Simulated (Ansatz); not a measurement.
# How far a parabola holds: energy against volume of rock-salt CaO

We consider rock-salt CaO, described by BLYP in Ansatz (PAW). Settings: plane-wave cutoff 520 eV, 12×12×12 k mesh, Fermi–Dirac smearing 0.01 eV, scalar-relativistic PAW data made under PBE. The cell has no free parameter but its volume, and all volumes share cutoff and mesh, without spin polarisation. Energies are free energies at the run's smearing, counted from the lowest row; static lattice.

| V (Å³/atom) | E (meV/atom) |
|---|---|
| 13.860 | 7.88 |
| 14.149 | 1.90 |
| 14.438 | 0.00 |
| 14.726 | 1.77 |
| 15.015 | 6.83 |
| 15.304 | ? |

### Question
Fit E against V with a parabola, and predict the withheld value at V = 15.304.

### Answer
With u = V - 14.4, the rows have u = -0.5400, -0.2510, 0.0380, 0.3260, 0.6150. Least squares gives E = 0.060 - 2.427·u + 22.054·u². Residuals (row less fit): 0.078, -0.159, 0.000, 0.157, -0.079; standard error 0.176 (degrees of freedom: 2). The fitted curve has its minimum at V = 14.5, where E = -0.01. Its curvature is d²E/dV² = 2 × 22.054 meV/Å⁶, so B = V0·d²E/dV² = 14.455 × 44.108 × 0.16022 = 102 GPa. At the withheld row, u = 0.9040, so E = 0.060 - 2.427 × 0.9040 + 22.054 × 0.9040² = 15.889 meV/atom. The calculation gives 14.86 meV/atom, 1.029 meV/atom below the prediction (6.9 % of the range of E in the table). The row lies outside the fitted rows, so this is an extrapolation.

The residuals are curvature that a parabola lacks, not noise. A solid that stiffens under compression and softens on expansion lies above the parabola at the compressed end and under it at the expanded end, as this row does. A third-order Birch-Murnaghan fit to the whole scan has B0 = 102 GPa. Only scans are tabulated whose curvature falls smoothly with volume, and where the parabola meets the shown rows within 5 % of their range and misses the end by 0.1 meV or more.

Measured, for comparison: bulk modulus 120 GPa (low temperature, extrapolated to 0 K; as tabulated in Chen et al. (2018), doi:10.1103/physrevmaterials.2.073803). Computed (rounded) less measured: bulk modulus -15 %.

Ansatz is a first-principles code.
